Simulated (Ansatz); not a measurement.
**SiC (quintet): wave-function methods side by side, aug-cc-pVDZ**

Aim: climb from Hartree-Fock through coupled cluster and multireference methods for SiC (quintet) at one geometry and basis, and see what each rung misses.

The runs use Ansatz 0.2.0, Gaussian basis; aug-cc-pVDZ, core rule «outside noble gas», up to 6 orbitals frozen.

The runs, in order: UHF; CCSD(T) on ROHF; CCSD(T) on UHF; BCCD(T) on ROHF; CISD as a restricted active space (open shells left free, so some higher excitations enter); CCSDT(Q) on ROHF; CCSDT(Q) on UHF; CASSCF and MRCISD+Q, 8 electrons in 8 orbitals; CASSCF and NEVPT2, 8 electrons in 8 orbitals.

13 further runs of the same task are left out: 8 that didn't finish, 5 set aside as unsound or not needed. Runs told in other sessions of the task aren't counted.

## Step 1: The geometry

The geometry is a PBE0/def2-TZVPD stationary point (not a proven minimum) of the parent state, kept for this charge and spin.

2 atoms, charge 0, spin multiplicity 5.

Atoms are counted from 1 here; the program's logs count them from 0.

Bond lengths: Si1–C2 1.818 Å.

## Step 2: UHF

The input, in.yaml:

```yaml
crystal:
  periodic: [false, false, false]
  atoms:
    - {symbol: Si, position_ang: [0.000000, 0.000000, 0.000000]}
    - {symbol: C, position_ang: [0.000000, 0.000000, 1.817700]}
basis:
  gaussian: {orbitals: aug-cc-pVDZ}
magnetization: {spin_polarized: true, initial_magnetization: 4}
hamiltonian: {xc: hf}
output: {orbitals: {seedname: orbitals}}
```

Launch:

```
> ansatz run in.yaml --threads 1 --pin off --events-out ev --progress --plain --max-ram 2393MiB
```

After this run come: CCSD(T) on ROHF; CCSD(T) on UHF; BCCD(T) on ROHF; CISD as a restricted active space (open shells left free, so some higher excitations enter); CCSDT(Q) on ROHF; CCSDT(Q) on UHF; CASSCF and MRCISD+Q, 8 electrons in 8 orbitals; CASSCF and NEVPT2, 8 electrons in 8 orbitals.

Q: Predict the results of all the runs planned. Wanted: UCCSDT(Q) from the RHF energy; RMP2 from UCCSDT(Q); UMP2 from UCCSDT(Q); RCCSD from UCCSDT(Q); RCCSD(T) from UCCSDT(Q); UCCSD(T) from UCCSDT(Q); RCCSDT(Q) from UCCSDT(Q); NEVPT2 valence from UCCSDT(Q); MRCISD+Q valence from UCCSDT(Q).

The runs gave:

| quantity | value |
| --- | --- |
| UCCSDT(Q) from the ROHF energy | -4.5956 eV |
| RMP2 from UCCSDT(Q) | +116.2 kJ/mol |
| UMP2 from UCCSDT(Q) | +118.1 kJ/mol |
| RCCSD from UCCSDT(Q) | +21.8 kJ/mol |
| RCCSD(T) from UCCSDT(Q) | +5.7 kJ/mol |
| UCCSD(T) from UCCSDT(Q) | +5.7 kJ/mol |
| RCCSDT(Q) from UCCSDT(Q) | +0.2 kJ/mol |
| NEVPT2 valence from UCCSDT(Q) | +83.3 kJ/mol |
| MRCISD+Q valence from UCCSDT(Q) | +2.6 kJ/mol |
| levels within 1 kcal/mol (43 meV) | RCCSDT, UCCSDT, RCCSDT(Q), MRCISD+Q valence |
| T1 diagnostic | 0.050 |
| effectively unpaired electrons | 4.04 |

In words: RCCSD(T) misses by +5.7 kJ/mol, 1.3 % of the correlation energy. The occupations are near whole numbers, but T1 = 0.050 shows that the orbitals relax strongly. Of the multireference levels listed MRCISD+Q valence comes nearest in total energy (+2.6 kJ/mol), which doesn't show that its space is the better one. These misses are within one basis, not against nature; the frozen cores of restricted and unrestricted runs differ, which can shift their rows.

With open shells the CI space here admits some higher excitations, so it is larger than plain CISD.
